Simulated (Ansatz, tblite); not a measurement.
# GeBr2: removing and adding an electron

What does removing or adding an electron cost or gain for GeBr2? Each charged state is run at several levels.

Method: as each input shows; program: Ansatz 0.2.0, Gaussian basis.

Plan: charge +1 doublet, at the geometry of the singlet (PBE0-D4/def2-TZVP, PBE-D4/def2-TZVP, r2SCAN-D4/def2-TZVP); charge -1 doublet, at the geometry of the singlet (PBE0-D4/def2-TZVPD, PBE-D4/def2-TZVPD, r2SCAN-D4/def2-TZVPD); the starting singlet's energies come from earlier runs.

### 1 The structure

The singlet was relaxed beforehand with PBE0-D4/def2-TZVP.

3 atoms, charge 0, spin multiplicity 1.

Atoms are counted from 1 here; the program's logs count them from 0.

Bond lengths: Ge1–Br2 2.341 Å, Ge1–Br3 2.341 Å. Angles: Br2–Ge1–Br3 101.0°.

Coordinates:

```
Ge    0.0055   -0.0070   -0.9928
Br    1.8035   -0.0191    0.5066
Br   -1.8090    0.0261    0.4863
```

### 2 Charge +1 doublet at the fixed geometry, first pass, PBE0-D4/def2-SVP

Input file in.yaml:

```yaml
crystal:
  periodic: [false, false, false]
  atoms:
    - {symbol: Ge, position_ang: [0.005491, -0.006984, -0.992811]}
    - {symbol: Br, position_ang: [1.803518, -0.019092, 0.506562]}
    - {symbol: Br, position_ang: [-1.809000, 0.026076, 0.486259]}
basis:
  gaussian: {orbitals: def2-SVP}
total_charge: 1
magnetization: {spin_polarized: true, initial_magnetization: 1}
hamiltonian: {xc: pbe0, dispersion: d4}
output: {orbitals: {seedname: orbitals}}
```

Started as:

```
$ ansatz run in.yaml --threads 4 --pin off --events-out ev --progress --plain --max-ram 3916MiB
```

The log of the run:

```text
Functional definition: PBE0
  name "PBE0"
  cite "Adamo & Barone, J. Chem. Phys. 110, 6158 (1999) doi:10.1063/1.478522"
  cite "Perdew, Burke & Ernzerhof, Phys. Rev. Lett. 77, 3865 (1996) doi:10.1103/PhysRevLett.77.3865"
  parent pbe
  parameter a = 0.25
  parameter kappa = 0.804
  parameter beta = 0.06672455060314922
  exchange = (1 - a)*pbe_x(kappa = kappa, mu = beta*pi^2/3) + a*exact_x
  correlation = pbe_c(beta = beta)
923 factors; integrals over basis functions are off by at most 6.2e-4 eV
mean field evaluation 1: about -196553.0297 eV, gradient 2.1e1 eV
mean field evaluation 2: about -196542.1330 eV, gradient 4.8e1 eV
mean field evaluation 4: about -196556.0167 eV, gradient 2.0e0 eV
mean field evaluation 8: about -196556.0453 eV, gradient 9.4e-2 eV
mean field evaluation 16: about -196556.0454 eV, gradient 3.7e-4 eV
mean field -196556.04540340 eV, -7223.3014381024 hartree, gradient 3.0e-5 eV, S^2 0.759434; 3 other end points of the search recorded, 0 dependent functions left out
reference -196556.04542429 eV, -7223.3014388698 hartree; 51, 50 occupied and 45, 46 virtual orbitals, 923 factors
Total energy: -196556.13819988 eV, -7223.3048483100 hartree
```

Run time: 9 s. Hardware: 4 threads of Intel Xeon at 2.50GHz, shared host.

From the report: HOMO -13.97 eV, LUMO -11.92 eV (over both spins); ⟨S²⟩ 0.759 (pure: 0.75).

### 3 Charge +1 doublet at the fixed geometry, PBE0-D4/def2-TZVP

start.molden holds the orbitals of an earlier run on this state, given as this run's starting guess.

Edit in.yaml of step 2 so:

```diff
@@ -7,3 +7,3 @@
 basis:
-  gaussian: {orbitals: def2-SVP}
+  gaussian: {orbitals: def2-TZVP, initial_orbitals: start.molden}
 total_charge: 1
@@ -11,2 +11,3 @@
 hamiltonian: {xc: pbe0, dispersion: d4}
+scf: {omitted_lower_state_checks: [starts]}
 output: {orbitals: {seedname: orbitals}}
```

Launched as before.

The log of the run:

```text
Functional definition: PBE0
  name "PBE0"
  cite "Adamo & Barone, J. Chem. Phys. 110, 6158 (1999) doi:10.1063/1.478522"
  cite "Perdew, Burke & Ernzerhof, Phys. Rev. Lett. 77, 3865 (1996) doi:10.1103/PhysRevLett.77.3865"
  parent pbe
  parameter a = 0.25
  parameter kappa = 0.804
  parameter beta = 0.06672455060314922
  exchange = (1 - a)*pbe_x(kappa = kappa, mu = beta*pi^2/3) + a*exact_x
  correlation = pbe_c(beta = beta)
these checks for a lower state are left out or cut short: starts
981 factors; integrals over basis functions are off by at most 4.9e-4 eV
mean field evaluation 1: about -196579.0306 eV, gradient 1.4e2 eV
mean field evaluation 2: about -196580.1265 eV, gradient 2.6e0 eV
mean field evaluation 4: about -196580.2160 eV, gradient 2.7e-1 eV
mean field evaluation 8: about -196580.2165 eV, gradient 1.9e-5 eV
mean field -196580.21650461 eV, -7224.1897096880 hartree, gradient 1.9e-5 eV, S^2 0.760445; 0 other end points of the search recorded, 0 dependent functions left out
reference -196580.21652761 eV, -7224.1897105330 hartree; 51, 50 occupied and 93, 94 virtual orbitals, 981 factors
Total energy: -196580.30930320 eV, -7224.1931199731 hartree
Checks for a lower state left out: starts
```

Wall time 9.6 s (4 threads of Intel Xeon at 2.50GHz, shared host).

Report: HOMO -13.94 eV, LUMO -11.81 eV (over both spins); ⟨S²⟩ 0.760 (pure: 0.75).

### 4 Charge +1 doublet at the fixed geometry, PBE-D4/def2-TZVP

Edit in.yaml of step 3 so:

```diff
@@ -10,3 +10,3 @@
 magnetization: {spin_polarized: true, initial_magnetization: 1}
-hamiltonian: {xc: pbe0, dispersion: d4}
+hamiltonian: {xc: pbe, dispersion: d4}
 scf: {omitted_lower_state_checks: [starts]}
```

The command is unchanged.

The log of the run:

```text
Functional definition: PBE
  name "PBE"
  cite "Perdew, Burke & Ernzerhof, Phys. Rev. Lett. 77, 3865 (1996) doi:10.1103/PhysRevLett.77.3865"
  parent pbe
  parameter kappa = 0.804
  parameter beta = 0.06672455060314922
  exchange = pbe_x(kappa = kappa, mu = beta*pi^2/3)
  correlation = pbe_c(beta = beta)
these checks for a lower state are left out or cut short: starts
1110 factors; their error is unknown
mean field evaluation 1: about -196574.2246 eV, gradient 9.7e0 eV
mean field evaluation 2: about -196574.3575 eV, gradient 2.2e-1 eV
mean field evaluation 4: about -196574.3057 eV, gradient 6.5e-2 eV
mean field evaluation 8: about -196574.3057 eV, gradient 1.1e-5 eV
mean field -196574.30569254 eV, -7223.9724913507 hartree, gradient 1.1e-5 eV, S^2 0.753216; 0 other end points of the search recorded, 0 dependent functions left out
reference -196574.30572314 eV, -7223.9724924754 hartree; 51, 50 occupied and 93, 94 virtual orbitals, 1110 factors
Total energy: -196574.41433505 eV, -7223.9764838894 hartree
Checks for a lower state left out: starts
```

Wall time 4.9 s (4 threads of Intel Xeon at 2.50GHz, shared host).

Report: HOMO -12.79 eV, LUMO -12.48 eV (over both spins); ⟨S²⟩ 0.753 (pure: 0.75).

### 5 Charge +1 doublet at the fixed geometry, r2SCAN-D4/def2-TZVP

Edit in.yaml of step 4 so:

```diff
@@ -10,3 +10,3 @@
 magnetization: {spin_polarized: true, initial_magnetization: 1}
-hamiltonian: {xc: pbe, dispersion: d4}
+hamiltonian: {xc: r2scan, dispersion: d4}
 scf: {omitted_lower_state_checks: [starts]}
```

Same command.

The log of the run:

```text
Functional definition: r2SCAN
  name "r2SCAN"
  cite "Furness, Kaplan, Ning, Perdew & Sun, J. Phys. Chem. Lett. 11, 8208 (2020) doi:10.1021/acs.jpclett.0c02405"
  cite "Furness, Kaplan, Ning, Perdew & Sun, J. Phys. Chem. Lett. 11, 9248 (2020) doi:10.1021/acs.jpclett.0c03077"
  parent r2scan
  parameter k0 = 0.174
  parameter k1 = 0.065
  parameter a1 = 4.9479
  exchange = r2scan_x(k0 = k0, k1 = k1, a1 = a1)
  correlation = r2scan_c
these checks for a lower state are left out or cut short: starts
1110 factors; their error is unknown
mean field evaluation 1: about -196602.4814 eV, gradient 7.3e0 eV
mean field evaluation 2: about -196602.5364 eV, gradient 1.0e-1 eV
mean field evaluation 4: about -196602.4803 eV, gradient 1.2e-3 eV
mean field evaluation 8: about -196602.4803 eV, gradient 1.2e-5 eV
mean field -196602.48030668 eV, -7225.0078893230 hartree, gradient 1.2e-5 eV, S^2 0.759117; 0 other end points of the search recorded, 0 dependent functions left out
reference -196602.48031737 eV, -7225.0078897159 hartree; 51, 50 occupied and 93, 94 virtual orbitals, 1110 factors
Total energy: -196602.50085687 eV, -7225.0086445287 hartree
Checks for a lower state left out: starts
```

Run time: 9.5 s. Hardware: 4 threads of Intel Xeon at 2.50GHz, shared host.

HOMO -13.09 eV, LUMO -12.46 eV (over both spins); ⟨S²⟩ 0.759 (pure: 0.75).

### 6 Vertical ionisation energy

Charged state less starting state, singlet to doublet; the starting state's energies are those of its earlier runs.

| level | vertical ionisation energy (eV) | time |
| --- | --- | --- |
| PBE-D4/def2-TZVP | +9.61 | 8 s |
| r2SCAN-D4/def2-TZVP | +9.77 | 16 s |
| PBE0-D4/def2-TZVP | +9.81 | 16 s |

Times add the two runs; a level without a time comes out of a correlated run.

Beside −ε(HOMO) of the starting state:

| level | −ε(HOMO) (eV) | by difference (eV) | mismatch (eV) |
| --- | --- | --- | --- |
| PBE-D4/def2-TZVP | 6.74 | 9.61 | -2.87 |
| r2SCAN-D4/def2-TZVP | 7.03 | 9.77 | -2.74 |
| PBE0-D4/def2-TZVP | 7.79 | 9.81 | -2.02 |

### 7 Charge -1 doublet at the fixed geometry, first pass, PBE0-D4/def2-SVP

Input file in.yaml:

```yaml
crystal:
  periodic: [false, false, false]
  atoms:
    - {symbol: Ge, position_ang: [0.005491, -0.006984, -0.992811]}
    - {symbol: Br, position_ang: [1.803518, -0.019092, 0.506562]}
    - {symbol: Br, position_ang: [-1.809000, 0.026076, 0.486259]}
basis:
  gaussian: {orbitals: def2-SVP}
total_charge: -1
magnetization: {spin_polarized: true, initial_magnetization: 1}
hamiltonian: {xc: pbe0, dispersion: d4}
output: {orbitals: {seedname: orbitals}}
```

Same command.

The log of the run:

```text
Functional definition: PBE0
  name "PBE0"
  cite "Adamo & Barone, J. Chem. Phys. 110, 6158 (1999) doi:10.1063/1.478522"
  cite "Perdew, Burke & Ernzerhof, Phys. Rev. Lett. 77, 3865 (1996) doi:10.1103/PhysRevLett.77.3865"
  parent pbe
  parameter a = 0.25
  parameter kappa = 0.804
  parameter beta = 0.06672455060314922
  exchange = (1 - a)*pbe_x(kappa = kappa, mu = beta*pi^2/3) + a*exact_x
  correlation = pbe_c(beta = beta)
924 factors; integrals over basis functions are off by at most 6.1e-4 eV
mean field evaluation 1: about -196566.4769 eV, gradient 1.4e1 eV
mean field evaluation 2: about -196566.6130 eV, gradient 1.4e1 eV
mean field evaluation 4: about -196567.0978 eV, gradient 4.8e-1 eV
mean field evaluation 8: about -196567.1044 eV, gradient 3.0e-2 eV
mean field evaluation 16: about -196567.1044 eV, gradient 1.2e-5 eV
mean field -196567.10436164 eV, -7223.7078473215 hartree, gradient 1.2e-5 eV, S^2 0.754131; 0 other end points of the search recorded, 0 dependent functions left out
reference -196567.10438380 eV, -7223.7078481359 hartree; 52, 51 occupied and 44, 45 virtual orbitals, 924 factors
Total energy: -196567.20640114 eV, -7223.7115972039 hartree
```

Wall time 4.7 s (4 threads of Intel Xeon at 2.50GHz, shared host).

From the report: HOMO 0.79 eV, LUMO 3.76 eV (over both spins); ⟨S²⟩ 0.754 (pure: 0.75). Doubts: highest occupied level lies above zero.

### 8 Charge -1 doublet at the fixed geometry, PBE0-D4/def2-TZVPD

Edit in.yaml of step 7 so:

```diff
@@ -7,3 +7,3 @@
 basis:
-  gaussian: {orbitals: def2-SVP}
+  gaussian: {orbitals: def2-TZVPD, initial_orbitals: start.molden}
 total_charge: -1
@@ -11,2 +11,3 @@
 hamiltonian: {xc: pbe0, dispersion: d4}
+scf: {omitted_lower_state_checks: [starts]}
 output: {orbitals: {seedname: orbitals}}
```

The command is unchanged.

The log of the run:

```text
Functional definition: PBE0
  name "PBE0"
  cite "Adamo & Barone, J. Chem. Phys. 110, 6158 (1999) doi:10.1063/1.478522"
  cite "Perdew, Burke & Ernzerhof, Phys. Rev. Lett. 77, 3865 (1996) doi:10.1103/PhysRevLett.77.3865"
  parent pbe
  parameter a = 0.25
  parameter kappa = 0.804
  parameter beta = 0.06672455060314922
  exchange = (1 - a)*pbe_x(kappa = kappa, mu = beta*pi^2/3) + a*exact_x
  correlation = pbe_c(beta = beta)
these checks for a lower state are left out or cut short: starts
1074 factors; integrals over basis functions are off by at most 1.5e-3 eV
mean field evaluation 1: about -196590.0007 eV, gradient 1.4e2 eV
mean field evaluation 2: about -196591.2583 eV, gradient 3.5e0 eV
mean field evaluation 4: about -196591.5270 eV, gradient 3.1e-1 eV
mean field evaluation 8: about -196591.5280 eV, gradient 1.7e-5 eV
mean field -196591.52795626 eV, -7224.6053978689 hartree, gradient 1.7e-5 eV, S^2 0.755286; 0 other end points of the search recorded, 0 dependent functions left out
reference -196591.52799562 eV, -7224.6053993152 hartree; 52, 51 occupied and 116, 117 virtual orbitals, 1074 factors
Total energy: -196591.63001295 eV, -7224.6091483832 hartree
Checks for a lower state left out: starts
```

Wall time 13 s (4 threads of Intel Xeon at 2.50GHz, shared host); peak memory 0.62 GiB.

From the report: HOMO 0.35 eV, LUMO 3.19 eV (over both spins); ⟨S²⟩ 0.755 (pure: 0.75). Doubts: highest occupied level lies above zero.

### 9 Charge -1 doublet at the fixed geometry, PBE-D4/def2-TZVPD

Edit in.yaml of step 8 so:

```diff
@@ -10,3 +10,3 @@
 magnetization: {spin_polarized: true, initial_magnetization: 1}
-hamiltonian: {xc: pbe0, dispersion: d4}
+hamiltonian: {xc: pbe, dispersion: d4}
 scf: {omitted_lower_state_checks: [starts]}
```

Same command.

The log of the run:

```text
Functional definition: PBE
  name "PBE"
  cite "Perdew, Burke & Ernzerhof, Phys. Rev. Lett. 77, 3865 (1996) doi:10.1103/PhysRevLett.77.3865"
  parent pbe
  parameter kappa = 0.804
  parameter beta = 0.06672455060314922
  exchange = pbe_x(kappa = kappa, mu = beta*pi^2/3)
  correlation = pbe_c(beta = beta)
these checks for a lower state are left out or cut short: starts
1213 factors; their error is unknown
mean field evaluation 1: about -196585.1576 eV, gradient 9.7e0 eV
mean field evaluation 2: about -196585.2709 eV, gradient 1.7e-1 eV
mean field evaluation 4: about -196585.2628 eV, gradient 1.3e-3 eV
mean field evaluation 8: about -196585.2628 eV, gradient 1.0e-5 eV
mean field -196585.26279355 eV, -7224.3751573859 hartree, gradient 1.0e-5 eV, S^2 0.753120; 0 other end points of the search recorded, 0 dependent functions left out
reference -196585.26284189 eV, -7224.3751591622 hartree; 52, 51 occupied and 116, 117 virtual orbitals, 1213 factors
Total energy: -196585.38220860 eV, -7224.3795458080 hartree
Checks for a lower state left out: starts
```

It took 6.5 s on 4 threads of Intel Xeon at 2.50GHz, shared host.

Report: HOMO 1.31 eV, LUMO 2.40 eV (over both spins); ⟨S²⟩ 0.753 (pure: 0.75). Doubts: highest occupied level lies above zero.

### 10 Charge -1 doublet at the fixed geometry, r2SCAN-D4/def2-TZVPD

Edit in.yaml of step 9 so:

```diff
@@ -10,3 +10,3 @@
 magnetization: {spin_polarized: true, initial_magnetization: 1}
-hamiltonian: {xc: pbe, dispersion: d4}
+hamiltonian: {xc: r2scan, dispersion: d4}
 scf: {omitted_lower_state_checks: [starts]}
```

Same command.

The log of the run:

```text
Functional definition: r2SCAN
  name "r2SCAN"
  cite "Furness, Kaplan, Ning, Perdew & Sun, J. Phys. Chem. Lett. 11, 8208 (2020) doi:10.1021/acs.jpclett.0c02405"
  cite "Furness, Kaplan, Ning, Perdew & Sun, J. Phys. Chem. Lett. 11, 9248 (2020) doi:10.1021/acs.jpclett.0c03077"
  parent r2scan
  parameter k0 = 0.174
  parameter k1 = 0.065
  parameter a1 = 4.9479
  exchange = r2scan_x(k0 = k0, k1 = k1, a1 = a1)
  correlation = r2scan_c
these checks for a lower state are left out or cut short: starts
1213 factors; their error is unknown
mean field evaluation 1: about -196613.7501 eV, gradient 7.3e0 eV
mean field evaluation 2: about -196613.7983 eV, gradient 8.0e-2 eV
mean field evaluation 4: about -196613.7879 eV, gradient 1.4e-4 eV
mean field evaluation 8: about -196613.7879 eV, gradient 1.2e-5 eV
mean field -196613.78791509 eV, -7225.4234362675 hartree, gradient 1.2e-5 eV, S^2 0.758008; 0 other end points of the search recorded, 0 dependent functions left out
reference -196613.78795451 eV, -7225.4234377162 hartree; 52, 51 occupied and 116, 117 virtual orbitals, 1213 factors
Total energy: -196613.81057828 eV, -7225.4242691245 hartree
Checks for a lower state left out: starts
```

Wall time 14 s (4 threads of Intel Xeon at 2.50GHz, shared host).

From the report: HOMO 1.05 eV, LUMO 2.77 eV (over both spins); ⟨S²⟩ 0.758 (pure: 0.75). Doubts: highest occupied level lies above zero.

### 11 Vertical electron affinity

Starting state less charged state (positive: the electron is bound), singlet to doublet; the starting state's energies are those of its earlier runs.

| level | vertical electron affinity (eV) | time |
| --- | --- | --- |
| PBE-D4/def2-TZVPD | +1.32 | 11 s |
| r2SCAN-D4/def2-TZVPD | +1.50 | 22 s |
| PBE0-D4/def2-TZVPD | +1.48 | 21 s |

Times add the two runs; a level without a time comes out of a correlated run.

Beside −ε(LUMO) of the starting state:

| level | −ε(LUMO) (eV) | by difference (eV) | mismatch (eV) |
| --- | --- | --- | --- |
| PBE-D4/def2-TZVPD | 3.93 | 1.32 | +2.61 |
| r2SCAN-D4/def2-TZVPD | 3.92 | 1.50 | +2.41 |
| PBE0-D4/def2-TZVPD | 3.24 | 1.48 | +1.76 |

### 12 What came out

```
                                             quantity                                 value
 vertical ionisation energy, functionals in def2-TZVP    9.61 (PBE-D4) to 9.81 eV (PBE0-D4)
vertical electron affinity, functionals in def2-TZVPD  1.32 (PBE-D4) to 1.50 eV (r2SCAN-D4)
```

**Reading.** The vertical ionisation energy spans 9.61 to 9.81 eV over the functionals. −ε(HOMO) misses the level's own difference by -2.02 eV at best (PBE0-D4) and -2.87 eV at worst (PBE-D4). The vertical electron affinity spans 1.32 to 1.50 eV over the functionals. The anion's highest level lies above zero where self-interaction lifts it, so diffuse functions weigh on these values. −ε(LUMO) misses the level's own difference by +1.76 eV at best (PBE0-D4) and +2.61 eV at worst (PBE-D4).
